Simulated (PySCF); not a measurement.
# Assigning NMR signals

Bonds (- single, = double, # triple, : aromatic): C1-C2 1.511 Å, C2-S3 1.776 Å, S3=O4 1.425 Å, S3=O5 1.424 Å, S3-Cl6 2.056 Å. C1 carries H7, H8, H9; C2 carries H10, H11.

PySCF calculation with NMR shieldings at B97-2/pcSseg-2/GIAO and structure optimised with PBE0-D3(BJ)/def2-TZVP; no solvent model, one conformer, rapidly exchanging positions averaged, non-relativistic Hamiltonian.

Shifts are taken against calculated references (same method and geometry level): TMS for ¹³C, ¹H.

Question: Assign these signals to the numbered atoms. ¹³C{¹H} NMR (computed): δ 62.0 (CH2), 11.4 (CH3).

Answer: 
62.0 → C2, sp3 CH2 bonded to S
11.4 → C1, methyl carbon: aliphatic region, no heteroatom directly attached

Question: Assign these signals to the numbered atoms. ¹H NMR (300 MHz, computed): δ 3.12 (q, 2H), 1.48 (t, 3H).

Answer: 
3.12 → H10/H11, hydrogen on an sp3 CH2 bonded to S
1.48 → H7/H8/H9, hydrogen on a methyl carbon

Shifts are as computed. Against solution values, carbons near 30 ppm lie about +3 ppm off and those near 130 ppm about +7 ppm. Of 1211 compounds with measured shifts, 218 miss one by over three times the rms of a fit or turn the order of signals round; such compounds aren't used in these exercises. No couplings were computed; multiplicities are counted from neighbouring protons, with m where these are inequivalent, close in shift, in a saturated or five-membered ring or joined by F or P, and br s for small geminal =CH2 splittings.
